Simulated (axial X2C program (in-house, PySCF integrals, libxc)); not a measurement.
**Levels of Al₂⁺ by electron attachment to Al₂²⁺ (EOM-EA-CCSD)**

Computed with an axial X2C code built on PySCF integrals: two-component X2C with atomic mean-field Coulomb and Gaunt terms, Gaussian nuclei, basis Al dyall-av3z with contracted cores.

R = 2.575 Å (0.920 times 2.799 Å, the PBE0 minimum at charge 1 for the lowest determinant).

Levels of Al₂⁺ obtained by attaching an electron to Al₂²⁺:

| Ω | binding energy (eV) | above lowest (cm⁻¹) | attached spinor | one-particle weight |
| --- | --- | --- | --- | --- |
| 1/2 | 11.886 | 0 | 80% Al pσ, 14% Al sσ | 0.94 |
| 1/2 | 11.873 | 106 | 84% Al pπ | 0.94 |
| 3/2 | 11.864 | 180 | 84% Al pπ | 0.94 |
| 1/2 | 9.499 | 19252 | 68% Al pπ, 24% Al dπ | 0.85 |
| 3/2 | 9.490 | 19326 | 68% Al pπ, 24% Al dπ | 0.85 |

Q: Take the first Ω = 1/2 and Ω = 3/2 rows of π character: how far apart are they, and which lies lower?

A: E(3/2) − E(1/2) = 180 − 106 = 74 cm⁻¹ at EOM-EA-CCSD: regular, Ω = 1/2 lower. Splittings at this level can be off by ten to twenty per cent.

This point took 4 s on 1 thread of Intel(R) Xeon(R) Processor @ 2.30GHz, on a shared host.

Reference electrons by ω block (each with its −ω partner): 1/2: 10, 3/2: 2. 4 electrons of Al₂²⁺ correlated (inner shells frozen), 92 natural virtual spinors (a truncated set); levels can be off by some tenths of an eV. Roots sought by Ω: (1/2: 5, 3/2: 4, 5/2: 2, 7/2: 1); rows need 60 % one-particle weight and stop where some Ω has no more roots. Missing are any skipped roots, higher Ω and states of a further excitation; these come out far too high here and may in truth be low or lowest. T1 of the reference 0.013 (Lee–Taylor). The reference was not checked to be the lowest state of its species. Number of frozen shells: Al 2 s, 1 p. g and u states are not told apart. Large amplitudes in the reference (orbital relaxation or multireference character) lower the reliability.
